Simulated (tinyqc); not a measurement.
UHF in the sto-3g basis, for H2O, spin multiplicity 1, step by step (part 3 of 3). Computed by tinyqc, a small Python program that keeps every step (integrals from PySCF). Command: `OMP_NUM_THREADS=1 python tinyqc.py 23583 23584 out.jsonl` (the two numbers bound the seeds that draw the settings). One thread of a shared host (Intel(R) Xeon(R) Processor @ 2.60GHz), about 0.1 s of CPU time with the checks.

Geometry (angstrom):
```
atom         x          y         z
O     0.000000   0.000000  0.000000
H     0.000000   0.864000  0.697000
H     0.000000  -0.837000  0.676000
```

## Convergence

Stop when the energy changes by less than 1e-09 hartree and every element of the error matrix X^T (F D S - S D F) X (for each spin) is below 9e-06.

Course of the cycle:
```
iteration   E (hartree)     change  largest element of the error matrix
1          -73.54242350          -                             2.74e-01
2          -74.70538635  -1.16e+00                             1.09e-01
3          -74.85414610  -1.49e-01                             6.41e-02
4          -74.92745987  -7.33e-02                             3.12e-02
5          -74.94041500  -1.30e-02                             1.50e-02
6          -74.94473165  -4.32e-03                             6.46e-03
7          -74.94501645  -2.85e-04                             1.21e-03
8          -74.94503456  -1.81e-05                             5.40e-04
9          -74.94503798  -3.43e-06                             1.58e-04
10         -74.94503833  -3.42e-07                             4.62e-05
11         -74.94503835  -2.42e-08                             5.14e-06
12         -74.94503835  -2.19e-10                             7.05e-07
```

PySCF UHF in the same basis, after a stability check = -74.94503835 hartree

Converged in 12 iterations.

## Populations, bond orders and dipole

D(alpha) after iteration 12, order 1O 1s, 1O 2s, 1O 2px, 1O 2py, 1O 2pz, 2H 1s, 3H 1s:
$$\begin{pmatrix}
1.054923 & -0.233060 & 0.000000 & -0.000563 & 0.052657 & -0.007644 & -0.008165 \\
-0.233060 & 1.017288 & -0.000002 & 0.004908 & -0.283136 & -0.030471 & -0.034227 \\
0.000000 & -0.000002 & 1.000000 & 0.000000 & -0.000002 & 0.000002 & 0.000002 \\
-0.000563 & 0.004908 & 0.000000 & 0.372517 & -0.001488 & 0.277830 & -0.275162 \\
0.052657 & -0.283136 & -0.000002 & -0.001488 & 0.560484 & 0.258088 & 0.256495 \\
-0.007644 & -0.030471 & 0.000002 & 0.277830 & 0.258088 & 0.337872 & -0.076134 \\
-0.008165 & -0.034227 & 0.000002 & -0.275162 & 0.256495 & -0.076134 & 0.330792
\end{pmatrix}$$

D(beta) after iteration 12, order 1O 1s, 1O 2s, 1O 2px, 1O 2py, 1O 2pz, 2H 1s, 3H 1s:
$$\begin{pmatrix}
1.054923 & -0.233060 & 0.000000 & -0.000563 & 0.052657 & -0.007644 & -0.008165 \\
-0.233060 & 1.017288 & 0.000002 & 0.004908 & -0.283136 & -0.030471 & -0.034227 \\
0.000000 & 0.000002 & 1.000000 & 0.000000 & 0.000002 & -0.000002 & -0.000002 \\
-0.000563 & 0.004908 & 0.000000 & 0.372517 & -0.001488 & 0.277830 & -0.275162 \\
0.052657 & -0.283136 & 0.000002 & -0.001488 & 0.560484 & 0.258088 & 0.256495 \\
-0.007644 & -0.030471 & -0.000002 & 0.277830 & 0.258088 & 0.337872 & -0.076134 \\
-0.008165 & -0.034227 & -0.000002 & -0.275162 & 0.256495 & -0.076134 & 0.330792
\end{pmatrix}$$

overlap S, order 1O 1s, 1O 2s, 1O 2px, 1O 2py, 1O 2pz, 2H 1s, 3H 1s:
$$\begin{pmatrix}
1.000000 & 0.236704 & 0.000000 & 0.000000 & 0.000000 & 0.037494 & 0.040676 \\
0.236704 & 1.000000 & 0.000000 & 0.000000 & 0.000000 & 0.380282 & 0.400357 \\
0.000000 & 0.000000 & 1.000000 & 0.000000 & 0.000000 & 0.000000 & 0.000000 \\
0.000000 & 0.000000 & 0.000000 & 1.000000 & 0.000000 & 0.262124 & -0.272176 \\
0.000000 & 0.000000 & 0.000000 & 0.000000 & 1.000000 & 0.211459 & 0.219822 \\
0.037494 & 0.380282 & 0.000000 & 0.262124 & 0.211459 & 1.000000 & 0.190963 \\
0.040676 & 0.400357 & 0.000000 & -0.272176 & 0.219822 & 0.190963 & 1.000000
\end{pmatrix}$$

Mulliken: Z minus the diagonal of D S on the atom; Loewdin: the same with S^(1/2) D S^(1/2); Mayer order: 2 sum_s sum (D(s) S)_ij (D(s) S)_ji over the two atoms.

Charges (e):
```
atom   Mulliken    Loewdin  Mulliken spin
1O    -0.255292  -0.185180              0
2H     0.122280   0.089452              0
3H     0.133012   0.095728              0
```

Mayer bond orders:
```
pair     order
2-1   0.977448
3-1   0.974708
3-2   0.007599
```

dipole moment about the origin, x y z (debye): [0.000000, -0.023411, 1.552280]

<S^2> of the determinant (pure state: 0) = 2.45e-11
